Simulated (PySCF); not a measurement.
**Core-level binding energies of thietane**

Compound: thietane, C₃H₆S.
Cartesian coordinates in Å at the GFN2-xTB level; atoms count from 1:
```xyz
10
C3H6S angstrom
C      0.012    0.711   -0.162
C     -1.129   -0.228    0.234
S      0.031   -1.569    0.702
C      1.122   -0.341   -0.113
H      0.165    1.491    0.582
H     -0.114    1.181   -1.138
H     -1.759   -0.544   -0.595
H     -1.747    0.098    1.067
H      1.438   -0.705   -1.089
H      1.990   -0.091    0.490
```

Computed, not measured: delta-SCF UKS SCAN, pcX-2 on the ionised atom, pcseg-1 elsewhere, spin-free X2C in PySCF. Binding energies are ΔSCF values: E(core-ionised, relaxed orbitals) − E(ground state) at a fixed geometry, referred to the vacuum level.

Problem. What binding energy does each computed site have?

Solution. 
```json
{"atom(s)": "S3", "bonded to": "2 C", "level": "S 1s", "binding energy (eV)": "2476.65", "above the level's lowest (eV)": "0.00", "count": "1"}
{"atom(s)": "C2/C4", "bonded to": "S, C and 2 H", "level": "C 1s", "binding energy (eV)": "291.14", "above the level's lowest (eV)": "+0.05", "count": "2"}
{"atom(s)": "C1", "bonded to": "2 C and 2 H", "level": "C 1s", "binding energy (eV)": "291.09", "above the level's lowest (eV)": "0.00", "count": "1"}
```

The 2 C 1s values lie within 0.05 eV of each other; Gaussian lines of 0.5 eV full width would blend them into one maximum.

Problem. What is the longest wavelength that can ionise C 1s of C2/C4 vertically?

Solution. λ = hc/E = 12398.42 eV Å / 291.14 eV = 42.586 Å.

Problem. Give the binding energy of C 1s of C2/C4 in hartree and in kJ/mol.

Solution. 291.14 eV = 10.6992 Eh = 28091 kJ/mol.

The first atom of each set that the bonding makes equivalent was ionised and stands for the set. Not every level is listed. Geometry: GFN2-xTB; no solvent, vibrations or thermal averaging.
